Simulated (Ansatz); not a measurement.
What each rung costs, and what it gives

Saddle point of CH$_{8}$SSi, singlet (SiH₄S ([SiH3][SH]) + CH₄ → CH₆Si ([CH3][SiH3]) + H₂S; bonds formed: Si1–C7, S2–H6; bonds broken: Si1–S2, H6–C7), PBE0-D4/def2-TZVP structure:

```tsv
atom	x (Å)	y (Å)	z (Å)
Si1	-0.1270	0.0534	-1.0680
S2	1.3330	-1.7350	0.0000
H3	1.1258	0.6183	-1.6168
H4	-1.1014	1.1757	-1.3150
H5	-0.8207	-1.1072	-1.6677
H6	0.1825	-0.4903	0.6085
C7	-0.6163	0.4641	0.9861
H8	2.3630	-0.9251	0.2976
H9	-1.6930	0.3612	0.8628
H10	-0.3454	0.0792	1.9775
H11	-0.3005	1.5058	0.9350
```

Barriers are electronic and count from the start structure reached by relaxing down the imaginary mode.

Program: Ansatz 0.2.0. Basis: as named in each row. Cores are frozen in the correlated methods. B3LYP uses VWN-RPA correlation. Extrapolation: Hartree–Fock as exp(−7.88 √X), correlation as X^−2.97.

Times are rough, for one single point on 4 threads of a shared host (Arm Neoverse N1).

The estimate by CCSD(T) at an estimated basis limit (MP2 extrapolated from triple and quadruple zeta, plus CCSD(T) − MP2 in triple zeta) is 296.5 kJ/mol.

```tsv
method	basis	time (s)	barrier (kJ/mol)	method less estimate
HF	STO-3G	under 1	620.0	323.5
PBE-D4	STO-3G	under 1	409.8	113.3
SPW92	def2-SVP	under 1	222.9	-73.6
B3LYP-D4	6-31G	under 1	316.2	19.7
PBE-D4	def2-SVP	1	256.5	-40.0
PBE0-D4	def2-SVP	1	277.1	-19.4
SPW92	def2-TZVPP	2	221.4	-75.1
CCSD(T)	def2-SVP	3	326.7	30.2
PBE-D4	def2-TZVPP	3	255.2	-41.3
BLYP-D4	def2-TZVPP	3	278.8	-17.7
B3LYP-D4	def2-TZVPP	3	292.7	-3.8
BHLYP-D4	def2-TZVPP	3	315.6	19.1
PBE0-D4	def2-TZVPP	4	273.7	-22.8
CAM-B3LYP-D4	def2-TZVPP	4	302.1	5.6
wB97M-V	def2-SVP	5	294.0	-2.5
r2SCAN-D4	def2-TZVPP	6	272.1	-24.4
RPA on PBE	def2-TZVPP	6	301.6	5.1
r2SCAN0-D4	def2-TZVPP	6	283.9	-12.6
PBE-QIDH	def2-TZVPP	6	290.0	-6.5
B2PLYP	def2-TZVPP	6	302.1	5.6
wB97X-V	def2-TZVPP	10	299.7	3.2
wB97M-V	def2-TZVPP	10	292.4	-4.1
B97M-V	def2-TZVPP	11	291.6	-4.9
MP2	def2-QZVPP	23	290.7	-5.8
CCSD(T)	def2-TZVPP	76	301.4	4.9
```

All methods are single points on the PBE0-D4 structures.

No T1 diagnostic of these runs exceeds 0.012.

Labels in which every atom is bracketed show which atoms are joined, not bond orders.
